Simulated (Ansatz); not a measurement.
## Ansatz (development build ahead of 0.2.0) run

```yaml
crystal:
  periodic: [false, false, false]
  atoms:
    - { symbol: C, position_ang: [0.0, 0.0, -0.66823] }
    - { symbol: F, position_ang: [0.0, 0.0, 0.80427] }
    - { symbol: H, position_ang: [0.0, -1.11891, -1.07634] }
    - { symbol: H, position_ang: [-0.96901, 0.55946, -1.07634] }
    - { symbol: H, position_ang: [0.96901, 0.55946, -1.07634] }
basis:
  gaussian: { orbitals: def2-TZVP }
hamiltonian:
  xc: hf
correlation:
  method: mp2
  frozen_orbitals: { C: 1, F: 1, H: 0 }
```

The input is written out in the form of the current development build from the run's settings.

Results

```
Converged                       : yes
Reference energy                : -139.07106 hartree
Correlation energy              : -0.43150 hartree
Total energy                    : -139.50255 hartree
Spin squared of the determinant : 0.000
```
